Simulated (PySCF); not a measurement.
**Computed data sheet: `C=CCC[S-]`**

Compound: C4H7S (charge -1).
SMILES with atom numbers: `[CH2:1]=[CH:2][CH2:3][CH2:4][S-:5]` (hydrogens: H6, H7 on C1; H8 on C2; H9, H10 on C3; H11, H12 on C4)

Geometry (PBE0-D3(BJ)/def2-SVP, Å), atoms numbered from 1 in this order:
```xyz
12
C4H7S angstrom
C     -2.1950    0.3650   -0.1401
C     -1.0699   -0.2587   -0.5092
C      0.3082    0.3111   -0.5270
C      1.3123   -0.4295    0.3796
S      2.9776    0.2632    0.2917
H     -3.1633   -0.1467   -0.1214
H     -2.1820    1.4177    0.1653
H     -1.1428   -1.3196   -0.7947
H      0.7312    0.2695   -1.5474
H      0.3039    1.3756   -0.2385
H      1.2847   -1.5035    0.0858
H      0.8960   -0.4074    1.4108
```

From PBE0-D3(BJ)/def2-SVP geometry optimisation, gas phase (PySCF):

```
Point group                  : C1
Rotational constants A, B, C : 19.640, 1.434, 1.412 GHz
```

PBE0/pcSseg-1 ground state and GIAO shieldings, non-relativistic (PySCF):

```
HOMO energy                                                 : 0.52 eV
LUMO energy                                                 : 3.83 eV
HOMO–LUMO gap                                               : 3.31 eV
Lowest Hirshfeld atomic charge                              : -0.68 e on S5
Highest Hirshfeld atomic charge                             : +0.03 e on H8
13C chemical shifts (computed TMS as zero) by class         : 157.0 (C2), 107.8 (C1), 56.4 (C3), 43.0 (C4) ppm
1H chemical shifts (computed TMS as zero) by class          : 5.95 (H8), 4.59 (H7), 4.25 (H6), 2.52 (H11/H12), 2.05 (H9/H10) ppm
Isotropic shieldings of nuclei other than C and H, by class : 602 (S5) ppm
Mayer bond orders between heavy atoms                       : C1–C2 1.96, C2–C3 1.01, C3–C4 0.96, C4–S5 1.09
```

Monoisotopic mass of the ion (most abundant isotopes, electron mass counted): 87.0274 u.

With B = h/(8π²I), that is 505.379 GHz u Å² over I, the principal moments of inertia are 25.7, 352.4 and 358.0 u Å² (most abundant isotopes). The rotational constants make it an asymmetric top with κ = (2B − A − C)/(A − C) = -1.00, nearer the prolate limit (−1).

One conformer (not necessarily the lowest) at the PBE0-D3(BJ)/def2-SVP geometry, without solvent or vibrations. NMR classes are plain means over equivalent atoms (diastereotopic ones count apart unless rotation or inversion swaps them), as if these changed places fast; in this geometry the members of some classes differ. The HOMO energy is positive, so at this level the finite basis confines the outermost electrons. No diffuse functions stand in pcSseg-1, which bears on an anion's orbital energies.
